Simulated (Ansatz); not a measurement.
# One shape, several levels: BF (SMILES [B]F)

We compute a comparison of 6 runs (B2PLYP/STO-3G, wB97M-V/STO-3G, BCCD(T)/STO-3G, CCSDT/STO-3G, CCSD(T)/STO-3G, FCI/STO-3G) of BF. 

The calculation is run with Ansatz 0.2.0.

35 further runs of the same task are left out: 1 that didn't finish, 34 set aside as unsound or not needed.

**1. Starting point**

BF: 2 atoms, total charge 0, spin state singlet. SMILES: `[B]F`. The F2–B1 distance was set to 1.579 Å, away from the relaxed value.

Bond lengths: B1–F2 1.579 Å.

**2. A single-point energy at B2PLYP/STO-3G (run 1)**

File input.yaml:

```yaml
basis:
  gaussian: {orbitals: STO-3G}
crystal:
  periodic: [false, false, false]
  atoms:
    - {symbol: B, position_ang: [0.000000, -0.000000, -0.325160]}
    - {symbol: F, position_ang: [-0.000000, 0.000000, 1.253740]}
hamiltonian: {xc: {name: B2PLYP}}
correlation: {frozen_orbitals: {B: 1, F: 1}}
accuracy: high
```

The run is started by

```sh
ansatz run input.yaml --threads 1 --pin off --max-ram 3480MiB --events-out events.jsonl --progress --plain --runs-dir runs
```

The program printed:

```text
Warning: RAYON_NUM_THREADS=1 ignored (pool sized by the plan → 1); use --threads N
Functional definition: B2PLYP
  name "B2PLYP"
  parameter a = 0.53
  parameter c = 0.27
  exchange = (1 - a)*b88_x + a*exact_x
  correlation = (1 - c)*lyp_c + c*(mp2_os + mp2_ss)
149 factors; integrals over basis functions are off by at most 3.7e-8 eV
mean field evaluation 1: about -3335.4382 eV, gradient 1.9e1 eV
mean field evaluation 2: about -3335.4453 eV, gradient 1.9e1 eV
mean field evaluation 4: about -3336.9988 eV, gradient 3.0e0 eV
mean field evaluation 8: about -3337.0336 eV, gradient 4.7e-2 eV
mean field evaluation 16: about -3337.0336 eV, gradient 5.0e-7 eV
mean field -3337.03358447 eV, -122.6337223067 hartree, gradient 1.9e-9 eV, S^2 0.000000; 0 other end points of the search recorded, 0 dependent functions left out
2 core orbitals not correlated: weight in the atoms' cores, before any rotation towards them, 1.000 or more for the frozen orbitals, at most 0.000 for the correlated occupied ones
reference -3337.03359619 eV, -122.6337227374 hartree; 5, 5 occupied and 3, 3 virtual orbitals, 149 factors
second order -3.19749249 eV of doubles, -0.00000000 eV of singles
Total energy: -3337.89691917 eV, -122.6654492715 hartree
```

It took 0.28 s on 1 thread of Intel Xeon 6975P-C (Granite Rapids), shared host.

**3. A single-point energy at wB97M-V/STO-3G (run 2)**

File input.yaml:

```yaml
crystal:
  periodic: [false, false, false]
  atoms:
    - symbol: B
      position_ang: [0.000000, -0.000000, -0.325160]
    - symbol: F
      position_ang: [-0.000000, 0.000000, 1.253740]
basis:
  gaussian: {orbitals: STO-3G}
hamiltonian: {xc: {name: wB97M-V}}
accuracy: high
```

The run is started by

```sh
ansatz run input.yaml --threads 1 --pin off --max-ram 3480MiB --events-out events.jsonl --progress --plain --runs-dir runs
```

The program printed (excerpt; [...] marks lines left out):

```text
Warning: RAYON_NUM_THREADS=1 ignored (pool sized by the plan → 1); use --threads N
Functional definition: wB97M-V
  name "wB97M-V"
[...]
  gx(w, u) = 1 - cx + cx01*u + cx10*w
  gss(w, u) = css00 + css04*u^4 + css10*w + css20*w^2 + css43*w^4*u^3
  gos(w, u) = cos00 + cos10*w + (cos20 + cos21*u)*w^2 + (cos60 + cos61*u)*w^6
[...]
      + integral(e_c_pw_mod_opposite_spin*gos(b97_w_opposite, b97_u_opposite)) + vv10(b, c)
149 factors; integrals over basis functions are off by at most 3.7e-8 eV
90 factors; integrals over basis functions are off by at most 7.8e-10 eV
[...]
mean field -3342.02528559 eV, -122.8171639392 hartree, gradient 8.3e-8 eV, S^2 0.000000; 0 other end points of the search recorded, 0 dependent functions left out
reference -3342.02528708 eV, -122.8171639939 hartree; 7, 7 occupied and 3, 3 virtual orbitals, 149 factors
Total energy: -3342.02528708 eV, -122.8171639939 hartree
```

Run time: 2 s. Hardware: 1 thread of Intel Xeon 6975P-C (Granite Rapids), shared host; peak memory 0.17 GiB.

Runs 3 to 4 aren't shown in full; the table further down has their settings and results.

**4. A single-point energy at CCSD(T)/STO-3G (run 5)**

File in.yaml:

```yaml
crystal:
  periodic: [false, false, false]
  atoms:
    - {symbol: B, position_ang: [0.000000, -0.000000, -0.325160]}
    - {symbol: F, position_ang: [-0.000000, 0.000000, 1.253740]}
basis:
  gaussian:
    orbitals: STO-3G
correlation:
  method: ccsd_t
  frozen_orbitals: {B: 1, F: 1}
accuracy: high
scf:
  omitted_lower_state_checks: [cluster_reference, increment]
```

The run is started by

```sh
ansatz run in.yaml --threads 1 --pin off --max-ram 3480MiB --events-out events.jsonl --progress --plain --runs-dir runs
```

The program printed (excerpt; [...] marks lines left out):

```text
Warning: RAYON_NUM_THREADS=1 ignored (pool sized by the plan → 1); use --threads N
Functional definition: HF
  name "HF"
[...]
149 factors; integrals over basis functions are off by at most 3.7e-8 eV
[...]
mean field -3327.34921919 eV, -122.2778284470 hartree, gradient 1.2e-8 eV, S^2 0.000000; 0 other end points of the search recorded, 0 dependent functions left out; unrestricted orbitals would lower it
2 core orbitals not correlated: weight in the atoms' cores, before any rotation towards them, 1.000 or more for the frozen orbitals, at most 0.000 for the correlated occupied ones
reference -3327.34921919 eV, -122.2778284470 hartree; 5, 5 occupied and 3, 3 virtual orbitals, 149 factors
second order -1.80355389 eV of doubles, -0.00000000 eV of singles
cycle   1  -1.93800403 eV  change   -1.3e-1 eV  update   1.3e-1
[...]
cycle  20  -2.43757123 eV  change  -8.1e-10 eV  update  6.3e-10
perturbative correction -0.28106604 eV, -0.0103289864 hartree
Total energy: -3330.06785646 eV, -122.3777365240 hartree
Checks for a lower state left out: cluster_reference, increment
```

Wall time 0.1 s (1 thread of Intel Xeon 6975P-C (Granite Rapids), shared host).

**5. The energy at FCI/STO-3G (run 6)**

File in.yaml:

```yaml
crystal:
  periodic: [false, false, false]
  atoms:
    - {symbol: B, position_ang: [0.000000, -0.000000, -0.325160]}
    - {symbol: F, position_ang: [-0.000000, 0.000000, 1.253740]}
basis:
  gaussian: {orbitals: STO-3G}
correlation: {method: fci, frozen_orbitals: {B: 1, F: 1}}
accuracy: high
```

The run is started by

```sh
ansatz run in.yaml --threads 1 --pin off --max-ram 3480MiB --events-out events.jsonl --progress --plain --runs-dir runs
```

The program printed:

```text
Warning: RAYON_NUM_THREADS=1 ignored (pool sized by the plan → 1); use --threads N
[... 2 set-up lines as earlier in the session ...]
  exchange = exact_x
  correlation = 0
149 factors; integrals over basis functions are off by at most 3.7e-8 eV
mean field evaluation 1: about -3324.7172 eV, gradient 2.2e1 eV
mean field evaluation 2: about -3324.7555 eV, gradient 2.2e1 eV
mean field evaluation 4: about -3327.3139 eV, gradient 1.9e0 eV
mean field evaluation 8: about -3327.3492 eV, gradient 4.7e-5 eV
mean field -3327.34921919 eV, -122.2778284470 hartree, gradient 1.2e-8 eV, S^2 0.000000; 0 other end points of the search recorded, 0 dependent functions left out; unrestricted orbitals would lower it
mean field evaluation 16: about -3327.3512 eV, gradient 2.3e0 eV
2 core orbitals not correlated: weight in the atoms' cores, before any rotation towards them, 1.000 or more for the frozen orbitals, at most 0.000 for the correlated occupied ones
reference -3327.34921919 eV, -122.2778284470 hartree; 5, 5 occupied and 3, 3 virtual orbitals, 149 factors
state -3330.11731661 eV, -122.3795541510 hartree
Total energy: -3330.11731661 eV, -122.3795541510 hartree
```

Wall time 0.1 s (1 thread of Intel Xeon 6975P-C (Granite Rapids), shared host).

**6. All runs side by side**

```csv
run,level,frozen core orbitals,energy (Eh),wall time
1,B2PLYP/STO-3G,2,-122.665449,0.28 s
2,wB97M-V/STO-3G,–,-122.817164,2 s
3,BCCD(T)/STO-3G,2,-122.378500,0.12 s
4,CCSDT/STO-3G,2,-122.378501,0.16 s
5,CCSD(T)/STO-3G,2,-122.377737,0.1 s
6,FCI/STO-3G,2,-122.379554,0.1 s
```

**7. Results**

```
                                          quantity          value
                               run 6: total energy  -122.37955 Eh
run 6: correlation energy (2 core orbitals frozen)     -101.7 mEh
```

What this shows: Against full CI in this basis: BCCD(T) +1.1 mEh; CCSDT +1.1 mEh; CCSD(T) +1.8 mEh. Totals of different functionals can't be ranked against each other. In run 5 the T1 diagnostic is large, so a single reference may not serve. In runs 3, 4, 5 the log says that unrestricted orbitals would lower the reference, so the values rest on an unstable closed-shell determinant (other closed-shell runs at this shape may share the fault). In runs 1, 2, 3, 4, 5, 6 the basis is minimal, so the values are rough. All runs together took 2.8 s, the longest 2 s.
